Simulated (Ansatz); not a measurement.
Reaction (substitution at a C–C bond): `C=C(C)CO` + `C=N` → `C=NC(=C)C` + CH₃OH

Calculated with Ansatz (gas phase, PBE0-D4/def2-TZVP geometries, no zero-point term in ΔE). CCSD(T)/CBS is the MP2 limit (def2-TZVPP, def2-QZVPP) plus CCSD(T) − MP2 in def2-TZVPP, frozen cores. This one scheme is used for every species. Functionals use def2-TZVPP. B3LYP here is the variant with VWN-RPA as its local correlation; programs differ in this. One conformer a species, not always the lowest.

```
             level  ΔE (kJ/mol)  difference from CCSD(T)/CBS
            PBE-D4          1.5                         -8.7
         r2SCAN-D4          2.3                         -7.9
           PBE0-D4          4.4                         -5.8
          B3LYP-D4          3.0                         -7.2
           ωB97X-V          8.4                         -1.8
           ωB97M-V         10.0                         -0.2
            B2PLYP          5.2                         -5.0
               PBE          1.3                         -8.9
            r2SCAN          2.2                         -8.0
              PBE0          4.2                         -6.0
             B3LYP          2.8                         -7.4
     HF/def2-TZVPP          9.3                         -0.9
    MP2/def2-TZVPP          7.3                         -2.9
SCS-MP2/def2-TZVPP          8.5                         -1.7
   CCSD/def2-TZVPP         12.4                          2.2
CCSD(T)/def2-TZVPP         11.2                          1.0
     HF/def2-QZVPP          8.7                         -1.5
    MP2/def2-QZVPP          6.5                         -3.7
SCS-MP2/def2-QZVPP          7.8                         -2.4
      HF/CBS(def2)          8.7                         -1.5
     MP2/CBS(def2)          6.3                         -3.9
    CCSD/CBS(def2)         11.3                          1.1
       CCSD(T)/CBS         10.2                            0
```

Largest T1 diagnostic among the species: 0.012.
